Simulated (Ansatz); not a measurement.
For chalcopyrite CdGeAs2, revPBE in Ansatz (plane waves, PAW) gives:

- lattice parameter a = 6.099 Å
- lattice parameter c = 11.571 Å
- bulk modulus B0 = 48.5 GPa
- band gap = 0.00 eV

### Question
What does r²SCAN+rVV10 (Ansatz, a first-principles code, PAW) give for the same quantities?

### Answer

- lattice constant a: 5.958 Å (falls by 2.3 %)
- lattice parameter c: 11.235 Å (falls by 2.9 %)
- bulk modulus: 63.9 GPa (increases by 32 %)
- band gap: 0.16 eV (grows by 0.16 eV)

For comparison: lattice constant a 5.943 Å (measured, 298 K, not corrected to a static lattice; as tabulated in Abstract on Scilit: Piezoelectric nonlinear optic CuGaSe2 and CdGeAs2: Crystal …); lattice parameter c 11.216 Å (measured, 298 K, not corrected to a static lattice; as tabulated in Abstract on Scilit: Piezoelectric nonlinear optic CuGaSe2 and CdGeAs2: Crystal …); bulk modulus 69.9 GPa (measured, temperature not stated, not corrected to a static lattice; as tabulated in Toher et al. (2017), arXiv:1611.05714); band gap 0.57 eV (measured, temperature not stated, no zero-point or thermal correction, direct; as tabulated in Rashkeev et al. (1999), arXiv:cond-mat/9809378).

Changes are worked out from the printed values.

Unless a cell is named, each level is at its own relaxed cell (revPBE 26.91, r²SCAN+rVV10 24.93 Å³/atom).

Spin–orbit coupling is included only where a level's name says +SOC; with heavier elements it mostly lowers gaps and can invert bands. A gap of zero means that the bands touch or overlap. Density-functional gaps are differences of (generalised) Kohn–Sham levels.

Ansatz's density-functional and Hartree–Fock values are scalar-relativistic unless marked +SOC, with PAW data made under PBE.
